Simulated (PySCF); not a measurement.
Compound: CuH (singlet state).
SMILES: `[CuH]`

Method: PySCF, TDDFT wB97X-D/def2-SVPD, vertical, gas phase, core orbitals frozen in the response. Geometry: PBE0-D3(BJ)/def2-SVP; no solvent, vibrations or thermal averaging.

**Question.** What does the calculation give for the low-lying excited states?

**Answer.** 

```
state  E (eV)  ν̃ (cm⁻¹)       f  |μ| (D)  symmetry  main configurations (H = HOMO, L = LUMO)
   S1    2.98      24040   0.044     1.97        Σ+                                 H→L (88%)
   S2    3.27      26340  0.0000     0.00         –                          H-2/H-1→L (≥95%)
   S3    3.27      26340  0.0000     0.00         –                          H-2/H-1→L (≥95%)
   S4    3.44      27720  0.0017     0.36         –                  H-4→L (61%), H-3→L (33%)
   S5    3.44      27730  0.0017     0.36         –                  H-3→L (61%), H-4→L (33%)
   S6    5.15      41550   0.180     3.03         Π                          H→L+1/L+2 (≥81%)
   S7    5.15      41560   0.180     3.03         Π                          H→L+1/L+2 (≥81%)
   S8    5.58      45000  0.0000     0.00         –                    H-2/H-1→L+1/L+2 (≥85%)
   S9    5.58      45000  0.0000     0.00         –                    H-2/H-1→L+1/L+2 (≥85%)
```

Triplets (Tamm–Dancoff): T1 2.46 eV, H→L (90%); T2 3.06 eV, H-2/H-1→L (≥93%); T3 3.06 eV, H-2/H-1→L (≥93%).

The lowest singlet lies at 2.98 eV (416 nm, visible) and is of moderate strength; its leading configuration is HOMO→LUMO (88%). The strongest level in the table is S6/S7 at 5.15 eV (241 nm, f = 0.359 summed). S2/S3, S4/S5, S6/S7 and S8/S9 lie within about 0.01 eV of each other in each set; the point group C∞v has degenerate representations, and within a degenerate level the listed configurations can mix freely. For S1 the Löwdin share of copper is 75% in HOMO and 89% in LUMO (metal-centred by this measure); for S6 the Löwdin share of copper is 75% in HOMO and 93% in LUMO+2 (metal-centred by this measure). Of the 9 states listed, 3 reach f = 0.01 and 4 stay under 0.0005. The oscillator strengths of these states sum to 0.406; summed over the whole spectrum of an exact calculation they would give the number of electrons, 30 (Thomas–Reiche–Kuhn). The listed states span 2.60 eV, and the widest gap between neighbours is 1.71 eV (S5 to S6). 3 computed singlets (S1 to S3) lie in the visible range (380 to 750 nm), the largest f among them at 416 nm, f = 0.044; light of that wavelength is violet, and its complementary colour is yellow-green; a Tamm–Dancoff triplet lies at 503 nm, without intensity as long as spin–orbit coupling is left out. All these states lie below the vertical ionisation energy of 9.22 eV (ΔSCF). Symmetry labels in C∞v follow from the direction of the transition dipole and are given only for states with f of 0.002 or more. Orbitals of the list HOMO-3 to LUMO+2 that lie within 0.01 eV of each other are written together with a slash and their weights summed (≥ marks a lower bound); for degenerate orbitals outside that list single weights are arbitrary. The window holds the lowest 10 singlets. The highest level found (5.83 eV, f 0.0000 so far) is left out, since the window may have cut off a degenerate partner.

On Arm Neoverse V1, one thread (shared host), this took 3.6 s and 0.25 GiB of memory at its peak.
